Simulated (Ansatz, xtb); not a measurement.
## Two structures of CH2BO+

We compare X, a singlet given by its coordinates, with Y, `B1[CH+]O1`, a singlet. Both are isolated ions in the gas phase, relaxed with PBE0-D3(BJ)/def2-SVP.

X (Å):

```yaml
atoms:
  - { symbol: C, position_ang: [1.2309, 1.8039, 0.2246] }
  - { symbol: B, position_ang: [-0.0794, 0.9843, 0.7122] }
  - { symbol: O, position_ang: [2.1304, 2.3664, -0.1098] }
  - { symbol: H, position_ang: [-0.8061, 1.6049, 1.4326] }
  - { symbol: H, position_ang: [-0.1458, -0.1324, 0.2872] }
```

Close contacts (Å): C1–B2 1.62, C1–O3 1.11, B2–H4 1.20, B2–H5 1.20.

Y (Å):

```tsv
atom	x (Å)	y (Å)	z (Å)
C	1.0285	1.4754	0.0603
B	0.0053	1.3629	1.1317
O	-0.0013	0.7561	-0.1558
H	-0.6608	1.4218	2.1111
H	1.8602	1.6454	-0.6428
```

Q: Estimate E(Y) − E(X) at the level CCSD(T)/def2-TZVPP.

A: Calculated at CCSD(T)/def2-TZVPP: E(Y) − E(X) = +14.8 kcal/mol, so structure X lies lower.

Level by level:

| level | geometry | E(Y) − E(X) (kcal/mol) | departure from the last row (kcal/mol) | job, with rough time for the two |
| --- | --- | --- | --- | --- |
| GFN2-xTB | GFN2-xTB | +8.0 | −6.8 | optimisation, 0.29 s |
| HF/STO-3G | GFN2-xTB | +8.6 | −6.3 | single point, 0.84 s |
| r2SCAN-D4/def2-SVP | GFN2-xTB | +8.1 | −6.8 | single point, 4.1 s |
| PBE0-D3(BJ)/def2-SVP | PBE0-D3(BJ)/def2-SVP | +7.9 | −6.9 | optimisation, 31 s |
| HF/def2-TZVPP | PBE0-D3(BJ)/def2-SVP | +15.9 | +1.1 | part of the CCSD(T) run |
| MP2/def2-TZVPP | PBE0-D3(BJ)/def2-SVP | +15.6 | +0.8 | part of the CCSD(T) run |
| CCSD(T)/def2-TZVPP | PBE0-D3(BJ)/def2-SVP | +14.8 |  | single point, 33 s |

None of the levels shown reverses the order. The largest departure from CCSD(T)/def2-TZVPP is that of PBE0-D3(BJ)/def2-SVP, 6.9 kcal/mol.

With harmonic frequencies from PBE0-D3(BJ)/def2-SVP (ideal gas, rigid rotor, one conformer each, 298.15 K, 1 atm): on the last row, ΔE + ΔZPE = +16.6, ΔH = +16.2, ΔG = +16.5 kcal/mol.

The correlated steps freeze 3 core orbitals. Run with Ansatz 0.2.0, xtb 6.7.1; the last row on 1 thread of AMD EPYC (Zen 3) on a shared host.
